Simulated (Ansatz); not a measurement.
Worked example: correlation energy of SiH₂, singlet

Geometry: MP2(full)/6-31G*, from the G2/97 set.

```yaml
atoms:
  - { symbol: Si, position_ang: [0.0000, 0.0000, 0.0703] }
  - { symbol: H, position_ang: [0.0000, 1.0969, -0.9798] }
  - { symbol: H, position_ang: [0.0000, -1.0969, -0.9798] }
```

Basis 6-31G; Ansatz 0.2.0. Only valence electrons are correlated (noble-gas cores frozen), which leaves 6 electrons in 12 orbitals. Prefix R: restricted or restricted open-shell reference.

Full CI is exact within this basis and frozen core; it isn't the basis-set limit.

Runs differ by some tens of microhartree through their thresholds, so steps under 0.03 kcal/mol mean nothing.

```json
{"level": "RHF", "total energy (hartree)": "-289.969919"}
{"level": "RMP2", "total energy (hartree)": "-290.013430"}
{"level": "RCCSD", "total energy (hartree)": "-290.033181"}
{"level": "RCCSD(T)", "total energy (hartree)": "-290.033736"}
{"level": "RCCSDT", "total energy (hartree)": "-290.033948"}
{"level": "RCCSDT(Q)", "total energy (hartree)": "-290.034000"}
{"level": "RCCSDTQ", "total energy (hartree)": "-290.034027"}
{"level": "full CI", "total energy (hartree)": "-290.034028"}
```

**Question.** What is the correlation energy at full CI, and what share of it do RMP2 and RCCSDT recover?

**Answer.** E(corr) = -290.034028 − (-289.969919) = -0.064109 hartree = -1.744 eV. RMP2: -0.043511 / -0.064109 = 67.87 %. RCCSDT: -0.064029 / -0.064109 = 99.88 %.

**Question.** By how many kcal/mol does RCCSD(T) miss full CI (1 hartree = 627.509 kcal/mol), and which steps make up the rest?

**Answer.** -290.033736 − (-290.034028) = 0.000292 hartree = 0.18 kcal/mol. Steps: RCCSDT − RCCSD(T) = -0.13, RCCSDT(Q) − RCCSDT = -0.03, RCCSDTQ − RCCSDT(Q) = -0.02, full CI − RCCSDTQ = 0.00 kcal/mol. That is within 1 kcal/mol of the reference in this basis, which itself misses far more of the correlation at the basis-set limit.
